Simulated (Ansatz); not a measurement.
Basis-set extrapolation for `CSC(=O)O` (PBE0-D4/def2-TZVP geometry, frozen core, Ansatz). Multiplicity 1, RHF reference.

```csv
,def2-TZVPP,def2-QZVPP
HF,-625.446145,-625.467777
MP2 correlation,-0.971577,-1.047049
CCSD(T) correlation,-1.041449,not run
```

Energies in hartree. Use E(X) = E(∞) + A·exp(−7.88·√X) for Hartree–Fock and E(X) = E(∞) + B·X^(−2.97) for correlation, with X = 3 and 4, and add CCSD(T) minus MP2 of the smaller set to the MP2 limit.

**Question.** What is the CCSD(T) energy at the basis-set limit?

**Answer.** HF limit: -625.467777 + (-0.021632) × 0.13774 = -625.47076. MP2 limit: -1.047049 + (-0.075472) × 0.74074 = -1.10295. Higher-order term: -1.041449 − (-0.971577) = -0.06987. Total: -626.64358 hartree, 4.24 eV below CCSD(T)/def2-TZVPP.
